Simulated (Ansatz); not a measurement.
Two isomers of C5H8O: A = `C=CCOC=C`, B = `CC1C=COC1`.

Gas-phase electronic energies from Ansatz, PBE0-D4/def2-TZVP geometries. CBS: MP2 limit from def2 TZ/QZ plus the TZ coupled-cluster correction, frozen cores. DFT in def2-TZVPP. B3LYP here is the variant with VWN-RPA as its local correlation; programs differ in this. Each species was taken in one conformer, which may not be the lowest.

A:

Z-matrix (Å, degrees):
```
C
C 1 1.487
O 1 1.416 2 108.5
H 1 1.100 2 110.5 3 -119.3
H 1 1.097 2 111.0 3 121.2
C 2 1.324 1 123.8 3 -129.5
H 2 1.087 1 115.7 3 51.9
C 3 1.344 1 116.4 2 -178.2
H 6 1.086 2 121.4 1 2.1
H 6 1.083 2 121.6 1 -177.7
C 8 1.330 3 128.2 1 -0.6
H 8 1.085 3 110.1 1 179.5
H 11 1.081 8 123.7 3 -0.1
H 11 1.081 8 118.6 3 180.0
```

B:

Z-matrix (Å, degrees):
```
C
C 1 1.525
H 1 1.094 2 111.2
H 1 1.093 2 111.0 3 120.1
H 1 1.093 2 110.5 3 -120.3
C 2 1.507 1 112.4 3 178.1
C 2 1.538 1 113.7 3 65.3
H 2 1.095 1 108.9 3 -57.4
C 6 1.327 2 108.5 1 -108.2
H 6 1.079 2 125.4 1 66.5
O 7 1.438 2 107.1 1 102.8
H 7 1.091 2 113.4 1 -16.2
H 7 1.094 2 111.5 1 -139.9
H 9 1.081 6 129.9 2 175.3
```

**Question.** Which is lower in electronic energy at CCSD(T)/CBS, and by how much? (Estimate.)

**Answer.** Ansatz gave: B, by 19.6 kcal/mol.

**Question.** Give E(B) − E(A) in kcal/mol with CCSD(T)/def2-TZVPP, PBE0-D4, B3LYP-D4, ωB97M-V, MP2/def2-TZVPP, HF/def2-TZVPP, B2PLYP. (Estimate.)

**Answer.** Ansatz gave: CCSD(T)/def2-TZVPP -19.8, PBE0-D4 -22.7, B3LYP-D4 -16.5, ωB97M-V -20.0, MP2/def2-TZVPP -22.5, HF/def2-TZVPP -15.0, B2PLYP -17.4. None reverses the order clearly.

Largest T1 diagnostic: 0.012.

The D4 term adds −1.5 kcal/mol with B3LYP and −0.7 kcal/mol with PBE0; it sums over pairs of atoms, weighted by their polarisabilities, and B3LYP, whose exchange is more repulsive, gets the larger term. From PBE to PBE0 (25 % exact exchange), in def2-TZVPP and without D4, E(B) − E(A) moves by −2.6 kcal/mol.
